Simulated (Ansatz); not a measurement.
```yaml
crystal:
  periodic: [false, false, false]
  atoms:
    - {symbol: B, position_ang: [-2.317994, -0.233727, 0.000000]}
    - {symbol: Ga, position_ang: [-0.402194, 0.116273, 0.000000]}
    - {symbol: P, position_ang: [1.727506, -0.233727, 0.000000]}
    - {symbol: H, position_ang: [-0.402194, 1.646273, 0.000000]}
basis:
  gaussian: {orbitals: def2-TZVP}
hamiltonian: {xc: pbe0}
relax: {f_tol: 0.004, max_steps: 80}
```

```sh
$ ansatz run in.yaml --threads 1 --pin off --events-out ev --progress --plain --max-ram 2176MiB
```

Steps of the relaxation (energy above the last step; positions in Å, forces in eV/Å):

```
4
step 1, 5031.2 meV
B    -2.318   -0.234    0.000   -2.495   -0.614    0.000
Ga   -0.402    0.116    0.000    3.102   -0.197    0.000
P     1.728   -0.234    0.000   -0.510   -0.127    0.000
H    -0.402    1.646    0.000   -0.096    0.937    0.000
```

```
4
step 2, 4768.2 meV
B    -2.354   -0.302    0.000   -1.064   -0.374    0.000
Ga   -0.355    0.161    0.000    1.280    0.388    0.000
P     1.730   -0.300    0.000   -0.091   -0.192    0.000
H    -0.416    1.737    0.000   -0.126    0.177    0.000
```

```
4
step 3, 4574.3 meV
B    -2.339   -0.433    0.000    0.154   -0.069    0.000
Ga   -0.272    0.315    0.000    0.427    0.570    0.000
P     1.728   -0.494    0.000   -0.478   -0.069    0.000
H    -0.511    1.907    0.000   -0.103   -0.432    0.000
```

```
4
step 4, 4445.8 meV
B    -2.225   -0.521    0.000    0.422    0.028    0.000
Ga   -0.198    0.473    0.000    0.565    0.173    0.000
P     1.654   -0.675    0.000   -0.993    0.307    0.000
H    -0.626    2.018    0.000    0.006   -0.508    0.000
```

```
4
step 8, 2838.1 meV
B    -1.557   -0.796    0.000    1.911   -0.689    0.000
Ga    0.033    0.899    0.000    0.170    0.487    0.000
P     0.955   -0.993    0.000   -2.179    0.050    0.000
H    -0.826    2.184    0.000    0.098    0.152    0.000
```

```
4
step 17, 0.0 meV
B    -0.969   -0.940    0.000   -0.002   -0.001    0.000
Ga   -0.694    0.937    0.000    0.001    0.002    0.000
P     0.726   -1.165    0.000    0.002    0.000    0.000
H    -0.458    2.463    0.000    0.000   -0.002    0.000
```

Close pairs at the end: Ga2–H4 1.544 Å, B1–P3 1.709 Å, B1–Ga2 1.897 Å, Ga2–P3 2.536 Å.

A stationary point of restricted PBE0 after 17 steps (its stability towards spin polarisation wasn't tested); no frequencies were run, so it isn't proven a minimum. 82 s on 1 thread of Arm Neoverse V2, shared host.
